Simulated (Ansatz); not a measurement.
```yaml
crystal:
  periodic: [false, false, false]
  atoms:
    - {symbol: Ge, position_ang: [-1.167181, -0.337675, -0.003776]}
    - {symbol: Se, position_ang: [1.073250, 0.308165, 0.003466]}
    - {symbol: H, position_ang: [-1.578238, 1.227936, -0.000781]}
    - {symbol: H, position_ang: [1.618192, -1.033466, 0.001380]}
basis:
  gaussian: {orbitals: def2-TZVP}
hamiltonian: {xc: pbe0}
relax: {f_tol: 0.004, max_steps: 80}
```

```sh
$ ansatz run in.yaml --threads 1 --pin off --events-out ev --progress --plain --max-ram 2176MiB
```

Steps of the relaxation (energy above the last step; positions in Å, forces in eV/Å):

```
4
step 1, 10.6 meV
Ge   -1.167   -0.338   -0.004   -0.186    0.229    0.000
Se    1.073    0.308    0.003   -0.092    0.571    0.001
H    -1.578    1.228   -0.001    0.102   -0.290    0.000
H     1.618   -1.033    0.001    0.177   -0.510   -0.001
```

```
4
step 2, 1.8 meV
Ge   -1.172   -0.340   -0.004    0.014    0.097    0.000
Se    1.070    0.331    0.004   -0.045    0.004    0.000
H    -1.554    1.211   -0.001   -0.059   -0.028    0.000
H     1.601   -1.037    0.001    0.089   -0.073    0.000
```

```
4
step 3, 0.2 meV
Ge   -1.176   -0.327   -0.004    0.027   -0.038    0.000
Se    1.075    0.322    0.004   -0.011   -0.009    0.000
H    -1.576    1.216   -0.001    0.012    0.025    0.000
H     1.623   -1.045    0.001   -0.029    0.023    0.000
```

```
4
step 5, 0.0 meV
Ge   -1.174   -0.330   -0.004    0.001    0.000    0.000
Se    1.073    0.324    0.004   -0.001    0.001    0.000
H    -1.571    1.215   -0.001    0.000    0.000    0.000
H     1.618   -1.043    0.001    0.000   -0.001    0.000
```

Close pairs at the end: Se2–H4 1.472 Å, Ge1–H3 1.595 Å, Ge1–Se2 2.340 Å.

A stationary point of restricted PBE0 after 5 steps (its stability towards spin polarisation wasn't tested); no frequencies were run, so it isn't proven a minimum. 22 s on 1 thread of Arm Neoverse V2, shared host.
